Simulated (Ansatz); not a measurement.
Geometry optimisation, Ansatz, RKS BHLYP-D4/cc-pVDZ.

Input file:

```yaml
crystal:
  periodic: [false, false, false]
  atoms:
    - { symbol: B, position_ang: [0.046895, 0.388065, -0.439749] }
    - { symbol: O, position_ang: [-0.033297, -0.100971, 2.111799] }
    - { symbol: H, position_ang: [-0.954812, -0.254789, 2.325424] }
    - { symbol: H, position_ang: [1.097571, -0.112355, -0.707794] }
    - { symbol: H, position_ang: [-1.021554, -0.102425, -0.670491] }
    - { symbol: F, position_ang: [0.056261, 1.636032, 0.024761] }
    - { symbol: H, position_ang: [0.022536, 0.868643, 2.004149] }
basis:
  gaussian: { orbitals: cc-pVDZ }
hamiltonian:
  xc: { name: BHLYP }
  dispersion: d4
relax:
  f_tol: 0.03
  max_steps: 50
```

Launched with:

```bash
$ ansatz run input.yaml --threads 1 --pin off --max-ram 2048MiB --backend cpu --events-out ev --progress --plain --runs-dir out
```

Question: Where does it end, and by what steps?

Answer: It converged. The force dipped under the threshold on the way, but the program's further checks kept it going. After 13 steps the energy has fallen by 0.302 eV; H3 moved furthest, 0.61 Å. Joined: B1–O2 (2.60 → 1.75 Å).

| step | energy less start (eV) | largest force component (eV/Å) | accepted |
| --- | --- | --- | --- |
| 0 | 0.0000 | 0.953 | yes |
| 1 | -0.0588 | 2.168 | yes |
| 2 | -0.1372 | 1.736 | yes |
| 3 | -0.2378 | 1.243 | yes |
| 4 | -0.2788 | 0.237 | yes |
| 5 | -0.2850 | 0.114 | yes |
| 6 | -0.2880 | 0.084 | yes |
| 7 | -0.2951 | 0.195 | yes |
| 8 | -0.3002 | 0.054 | yes |
| 9 | -0.3016 | 0.016 | yes |
| 10 | -0.3006 | 0.259 | no |
| 11 | -0.3019 | 0.030 | yes |
| 12 | -0.3015 | 0.157 | no |
| 13 | -0.3021 | 0.010 | yes |

```xyz
7
Properties=species:S:1:pos:R:3
B -0.028 0.336 -0.089
O -0.143 -0.069 1.608
H -1.016 0.188 1.915
H 1.109 -0.001 -0.308
H -0.945 -0.318 -0.519
F -0.242 1.697 -0.044
H 0.478 0.488 2.086
```

Whether the end is a true minimum wasn't checked by a vibrational analysis.

Time of the run: 18 s on 1 thread of Intel(R) Xeon(R) Platinum 8488C (Sapphire Rapids), with other jobs on the host, peak memory 0.15 GiB.
